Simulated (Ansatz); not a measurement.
# CH₃BO: single points off equilibrium

A test off equilibrium: a structure displaced at random from a GFN2-xTB minimum is computed at several levels, and each is set against CCSD(T).

Method: single points in def2-TZVPP; program: Ansatz 0.2.0, Gaussian basis.

Correlated methods freeze the cores.

## (1) Where the work starts

SMILES `BC=O`, 6 atoms, charge 0, spin multiplicity 1.

Atoms are counted from 1 here; the program's logs count them from 0.

Bond lengths: B1–C2 1.466 Å, B1–H4 1.162 Å, B1–H5 1.211 Å, C2–O3 1.205 Å, C2–H6 1.172 Å. Angles: C2–B1–H4 120.3°, C2–B1–H5 123.3°, H4–B1–H5 115.1°, B1–C2–O3 143.2°, B1–C2–H6 98.8°, O3–C2–H6 118.1°.

Coordinates:

```xyz
6

B    -0.41620    0.13080   -0.58490
C     0.53610    0.08740    0.52860
O     1.42990    0.69850    1.05790
H    -0.20360   -0.46340   -1.56080
H    -1.54650    0.55130   -0.47620
H     0.20390   -0.92960    1.00800
```

## (2) CCSD(T)/def2-TZVPP

Input file run/in.yaml:

```yaml
crystal:
  periodic: [false, false, false]
  atoms:
    - {symbol: B, position_ang: [-0.416200, 0.130800, -0.584900]}
    - {symbol: C, position_ang: [0.536100, 0.087400, 0.528600]}
    - {symbol: O, position_ang: [1.429900, 0.698500, 1.057900]}
    - {symbol: H, position_ang: [-0.203600, -0.463400, -1.560800]}
    - {symbol: H, position_ang: [-1.546500, 0.551300, -0.476200]}
    - {symbol: H, position_ang: [0.203900, -0.929600, 1.008000]}
basis:
  gaussian: {orbitals: def2-TZVPP}
correlation: {method: ccsd_t}
output: {forces: true}
```

The command line of these runs was not kept.

## (3) PBE0-D4/def2-TZVPP

run/in.yaml: that of step 2 with these lines changed.

```diff
@@ -11,3 +11,3 @@
   gaussian: {orbitals: def2-TZVPP}
-correlation: {method: ccsd_t}
-output: {forces: true}
+hamiltonian: {xc: pbe0, dispersion: d4}
+output: {forces: true, orbitals: {seedname: orbitals}}
```

## (4) wB97M-V/def2-TZVPP

run/in.yaml: that of step 3 with these lines changed.

```diff
@@ -11,3 +11,3 @@
   gaussian: {orbitals: def2-TZVPP}
-hamiltonian: {xc: pbe0, dispersion: d4}
-output: {forces: true, orbitals: {seedname: orbitals}}
+hamiltonian: {xc: {name: wB97M-V}}
+output: {forces: true}
```

## (5) r2SCAN-D4/def2-TZVPP

run/in.yaml: that of step 4 with these lines changed.

```diff
@@ -11,3 +11,3 @@
   gaussian: {orbitals: def2-TZVPP}
-hamiltonian: {xc: {name: wB97M-V}}
+hamiltonian: {xc: r2scan, dispersion: d4}
 output: {forces: true}
```

## (6) PBE-D4/def2-TZVPP

run/in.yaml: that of step 5 with these lines changed.

```diff
@@ -11,3 +11,3 @@
   gaussian: {orbitals: def2-TZVPP}
-hamiltonian: {xc: r2scan, dispersion: d4}
+hamiltonian: {xc: pbe, dispersion: d4}
 output: {forces: true}
```

## (7) SPW92/def2-TZVPP

run/in.yaml: that of step 6 with these lines changed.

```diff
@@ -11,3 +11,3 @@
   gaussian: {orbitals: def2-TZVPP}
-hamiltonian: {xc: pbe, dispersion: d4}
+hamiltonian: {xc: lda}
 output: {forces: true}
```

## (8) BHLYP-D4/def2-TZVPP

run/in.yaml: that of step 7 with these lines changed.

```diff
@@ -11,3 +11,3 @@
   gaussian: {orbitals: def2-TZVPP}
-hamiltonian: {xc: lda}
+hamiltonian: {xc: {name: BHLYP}, dispersion: d4}
 output: {forces: true}
```

(Steps that only read results are left out.)

Q: Predict the outcome of this session. Wanted: energy less free atoms, CCSD(T)/def2-TZVPP; RMS force component; RMS force error; HOMO and LUMO, PBE0-D4; T1 diagnostic.

The runs gave:

```
                                  quantity                                                                                          value
energy less free atoms, CCSD(T)/def2-TZVPP                                                                                 -2177.6 kJ/mol
                       RMS force component                                                           0.606 to 1.098 eV/Å over the methods
                           RMS force error  PBE0-D4 0.345, wB97M-V 0.262, r2SCAN-D4 0.326, PBE-D4 0.384, SPW92 0.601, BHLYP-D4 0.549 eV/Å
                    HOMO and LUMO, PBE0-D4                                                                             -7.45 and -2.12 eV
                             T1 diagnostic                                                                                          0.017
```

**Reading.** Against CCSD(T) the functionals' energies less atoms differ by -431.9 to +6.1 kJ/mol, PBE-D4 by -150.3 kJ/mol. A larger basis would deepen the CCSD(T) value, while the functionals are nearly converged already, so the order here is not reliable. For forces wB97M-V does best and SPW92 worst. Frozen-core CCSD(T) forces in triple zeta carry basis errors of their own, and this is one geometry, so small gaps rank nothing.
